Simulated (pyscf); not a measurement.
PySCF, gas phase, ωB97X-D3(BJ)/def2-SVP geometries.

Question: For H₃C–GaH–CH₃ + hydrogen fluoride (HF) → methane (CH₄) + H₃C–GaH–F, a four-centre exchange (singlet surface; C–Ga, F–H broken, C–H, F–Ga formed), PBE/def2-TZVP gives ΔE‡ = -0.7 kcal/mol and ΔE = -31.5 kcal/mol (zero: the separated reactants). In which direction and how far do r²SCAN/def2-TZVP, B3LYP-D3(BJ)/def2-TZVP, ωB97M-D3(BJ)/def2-TZVP move these?

Answer: r²SCAN: ΔE‡ = -1.6 kcal/mol, ΔE = -33.0 kcal/mol; B3LYP-D3(BJ): ΔE‡ = 3.1 kcal/mol, ΔE = -32.7 kcal/mol; ωB97M-D3(BJ): ΔE‡ = 3.4 kcal/mol, ΔE = -31.3 kcal/mol. PBE's barrier lies among them. Its reaction energy matches one of them and lies within 1.5 kcal/mol of the others. On the reactant side the descent ends in a complex, 6.4 kcal/mol under the separated species and 9.4 kcal/mol under the saddle at ωB97X-D3(BJ)/def2-TZVP. At PBE, r²SCAN the saddle lies under the separated reactants, which points to a path from their complex (located at ωB97X-D3(BJ) alone). One saddle was located; it need not be the lowest between these sides. Elements up to Kr have no core potential and no relativistic terms here.
